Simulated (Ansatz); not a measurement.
`CO[SiH3]`. The species carries charge 0 and has multiplicity 1.

```xyz
9

C    -0.311   -0.531   -1.214
O    -0.120   -0.772    0.160
Si    0.289    0.419    1.213
H    -1.120    0.189   -1.388
H    -0.579   -1.474   -1.694
H     0.602   -0.149   -1.686
H     0.392   -0.216    2.547
H    -0.744    1.493    1.229
H     1.590    1.041    0.834
```

Question: List the harmonic frequencies (cm⁻¹, unscaled) at PBE0-D4/def2-TZVP in Ansatz. (Estimate.)

Answer: Ansatz gave: 98, 130, 215, 715, 723, 787, 940, 955, 978, 1154, 1182, 1216, 1482, 1495, 1497, 2201, 2207, 2260, 3011, 3070, 3122.

Question: Is this a minimum?

Answer: Yes, all 21 modes are real.

Question: Give the ideal-gas thermochemistry at 298.15 K and 1 bar (rigid rotor, harmonic oscillator; point group Cs, symmetry number 1).

Answer: Zero-point energy 176.1 kJ/mol; H(298) − E = 192.4 kJ/mol; entropy 298.5 J/(mol·K), of which translation 160.4, rotation 97.4, vibration 40.7; G(298) − E = 103.4 kJ/mol. Modes under 100 cm⁻¹ are hindered rotations or soft bends, so the harmonic entropy is rough.

Question: And at 400, 500, 600, 800 and 1000 K?

Answer: 
| T (K) | H − E (kJ/mol) | S (J/mol/K) | G − E (kJ/mol) |
| --- | --- | --- | --- |
| 400 | 201.0 | 323.1 | 71.8 |
| 500 | 211.0 | 345.4 | 38.3 |
| 600 | 222.4 | 366.2 | 2.7 |
| 800 | 248.7 | 403.8 | -74.3 |
| 1000 | 278.6 | 437.1 | -158.5 |

Question: Rotational constants (cm⁻¹)?

Answer: 1.125, 0.1883, 0.1766.
